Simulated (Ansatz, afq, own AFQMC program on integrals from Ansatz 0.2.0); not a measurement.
Integrals from Ansatz 0.2.0, then the random walk in our own AFQMC program (afq).

```yaml
crystal:
  periodic: [false, false, false]
  atoms:
    - {symbol: Si, position_ang: [0.000000, 0.055920, 1.313683]}
    - {symbol: Al, position_ang: [0.000000, -0.114773, -1.489891]}
    - {symbol: H, position_ang: [0.000000, 1.622117, 1.954240]}
    - {symbol: H, position_ang: [1.359557, -0.747126, 1.921071]}
    - {symbol: H, position_ang: [-1.359557, -0.747126, 1.921071]}
    - {symbol: H, position_ang: [0.000000, 1.386309, -2.518296]}
basis:
  gaussian: {orbitals: 6-31G}
magnetization: {spin_polarized: true, initial_magnetization: 1}
correlation: {method: ccsd_t, electrons: outside_noble_gas, hamiltonian_folder: ham}
```

```sh
$ ansatz run in.yaml --threads 1 --pin off --events-out ev --progress --plain --max-ram 1382MiB
```

Options of the walk:

```
--method phaseless --trial hf --walkers 160 --populations 1 --least-time 40 --time-step 0.005 --steps-per-block 20 --equilibration-blocks 112 --max-blocks 600 --target-error 0.0012000 --factor-cut 1e-05 --start spin_pure --seed 6825 --taylor-order 6
```

Times are imaginary, in 1/Eh. The walk had a cap of 531 s.

```
orbitals 24  electrons 6 5  factors 163 of 406
reference energy -532.99283218 Eh
CCSD correlation -0.12850364 Eh in 14 cycles, weight of the determinant in the CISD state 0.8767
energy of the start -532.993125 Eh
 block  time / (1/Eh)  mean weight  energy / Eh
     1     0.100  0.9998  -533.007825
     2     0.200  1.0007  -533.020740
     3     0.300  1.0005  -533.032840
     4     0.400  1.0011  -533.042456
     5     0.500  1.0001  -533.051667
    10     1.000  0.9996  -533.069625
    86     8.600  0.9997  -533.115835
   171    17.100  0.9998  -533.133811
   256    25.600  0.9998  -533.124731
   341    34.100  0.9993  -533.162597
   392    39.200  0.9997  -533.107230
   426    42.600  1.0000  -533.126078
   511    51.100  1.0008  -533.113913
   596    59.600  0.9993  -533.147126
   681    68.100  0.9996  -533.125689
   698    69.800  1.0003  -533.122010
blocks merged  error / Eh  count
     1  0.000445  600
     2  0.000601  300
     4  0.000806  150
     8  0.001070  75
    16  0.001363  37
    32  0.001520  18
    64  0.001141  9
energy -533.123932 +/- 0.001520 Eh
(rows thinned)
```

**Question.** Estimate how long the walk took on 1 thread of Arm Neoverse V2, with other jobs on the host.

**Answer.** 2.6 min of wall time.

The run passed its tests (sampling time, drift between the halves within three errors, error under three times the target), which doesn't prove that it has relaxed.

Against this walk (error 41.4 meV) on the same determinant: CCSD(T) 1.2 meV higher (within the noise), CCSDT(Q) 30.6 meV lower (within the noise), a separate phaseless walk with a CISD trial and standard settings 17.4 ± 42.0 meV lower (within the noise). The error is statistical and leaves out the bias of the constraint.

Cautions: constraint bias not in the error; error above the target (41.4 against 32.7 meV).

CCSDT and higher add their correlation energy to the determinant of the CCSD(T) run, since their own runs factorise the integrals more tightly (a shift of under 2 meV). A walk keeps the symmetry of its determinant, which the program's search chose and which needn't be the lowest solution, so a lower state of the same spin and another symmetry isn't excluded.
